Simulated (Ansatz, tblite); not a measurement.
# The cluster Al₃Si: a ladder of methods and basis sets

How do method and basis change the picture of the cluster Al₃Si (doublet)?

Program: Ansatz 0.2.0, Gaussian basis. Level of theory: as each input shows. These are calculated values, not measurements.

Plan: GFN2-xTB, PBE-D4/def2-TZVP, r2SCAN-D4/def2-TZVP, ωB97M-V/def2-TZVP, B97M-V/def2-TZVP, BLYP-D4/def2-TZVP, LC-ωPBE/def2-TZVP, revPBE-D4/def2-TZVP, PBE-D4/def2-SVP, PBE0-D4/def2-SVP, HF/STO-3G, HF/6-31G, B3LYP-D4/6-31G, PBE0-D4/def2-TZVPD, PBE-D4/def2-TZVPD, r2SCAN-D4/def2-TZVPD, CCSD(T)/def2-TZVPP, MP2/def2-TZVP, RPA/def2-TZVP, CCSD(T)/def2-TZVPD.

## (1) The geometry

The doublet was relaxed beforehand with PBE0-D4/def2-TZVP. At that level it is the lowest of the isomers that a small search found.

4 atoms, charge 0, spin multiplicity 2.

Bond lengths: Al1–Si4 2.687 Å, Al2–Si4 2.384 Å, Al3–Si4 2.384 Å. Angles: Al1–Si4–Al2 60.1°, Al1–Si4–Al3 60.1°, Al2–Si4–Al3 120.3°.

PBE0-D4/def2-TZVP was run before; its log isn't repeated, and its numbers join the tables.

## (2) GFN2-xTB

Tight binding, by tblite at 300 K electronic temperature and without a spin-polarisation term:

```python
tblite.interface.Calculator('GFN2-xTB', numbers, positions, charge=0, uhf=1).singlepoint()
```

Energy -125.9424 eV; 0.008 s.

## (3) PBE-D4/def2-TZVP

start.molden holds the orbitals of an earlier run on this state, given as this run's starting guess.

The input, in.yaml:

```yaml
crystal:
  periodic: [false, false, false]
  atoms:
    - {symbol: Al, position_ang: [-0.467302, -1.311541, -0.288214]}
    - {symbol: Al, position_ang: [0.853446, -0.611123, 1.782830]}
    - {symbol: Al, position_ang: [-0.802113, 0.755281, -1.751140]}
    - {symbol: Si, position_ang: [0.415969, 1.167373, 0.256514]}
basis:
  gaussian: {orbitals: def2-TZVP, initial_orbitals: start.molden}
magnetization: {spin_polarized: true, initial_magnetization: 1}
hamiltonian: {xc: pbe, dispersion: d4}
scf: {omitted_lower_state_checks: [starts]}
output: {orbitals: {seedname: orbitals}}
```

Command:

```sh
> ansatz run in.yaml --threads 4 --pin off --events-out ev --progress --plain --max-ram 3916MiB
```

Further steps of the session: r2SCAN-D4/def2-TZVP; ωB97M-V/def2-TZVP; B97M-V/def2-TZVP; BLYP-D4/def2-TZVP; LC-ωPBE/def2-TZVP; revPBE-D4/def2-TZVP; PBE-D4/def2-SVP; PBE0-D4/def2-SVP; HF/STO-3G; HF/6-31G; B3LYP-D4/6-31G; PBE0-D4/def2-TZVPD; PBE-D4/def2-TZVPD; r2SCAN-D4/def2-TZVPD; CCSD(T)/def2-TZVPP; MP2/def2-TZVP; RPA/def2-TZVP; CCSD(T)/def2-TZVPD.

**Question.** What will the summary of the whole plan be? Wanted: gap in def2-TZVP, named functionals, smallest and largest; correlation energy, CCSD(T)/def2-TZVPP; correlation energy, MP2/def2-TZVP; correlation energy, CCSD(T)/def2-TZVPD; binding an atom, functionals in def2-TZVP; ⟨S²⟩ in def2-TZVP, named functionals, smallest and largest; PBE0 total energy, smallest basis above largest.

As calculated:

```
                                                  quantity                                 value
 gap in def2-TZVP, named functionals, smallest and largest  0.39 eV (BLYP-D4), 6.17 eV (LC-ωPBE)
                    correlation energy, CCSD(T)/def2-TZVPP                              -9.63 eV
                         correlation energy, MP2/def2-TZVP                              -7.49 eV
                    correlation energy, CCSD(T)/def2-TZVPD                              -9.57 eV
                 binding an atom, functionals in def2-TZVP    1.70 (LC-ωPBE) to 2.07 eV (B97M-V)
⟨S²⟩ in def2-TZVP, named functionals, smallest and largest                          0.758, 1.328
           PBE0 total energy, smallest basis above largest        9.62 eV (def2-SVP, def2-TZVPD)
```

**Reading.** Over the named functionals in def2-TZVP the gap runs from 0.39 eV (BLYP-D4) to 6.17 eV (LC-ωPBE); exact exchange widens it. Over the named functionals in def2-TZVP spin contamination reaches 0.58 (LC-ωPBE), so some levels may describe another state. Notes on CCSD(T)/def2-TZVPP: large T1 diagnostic, spin contamination.
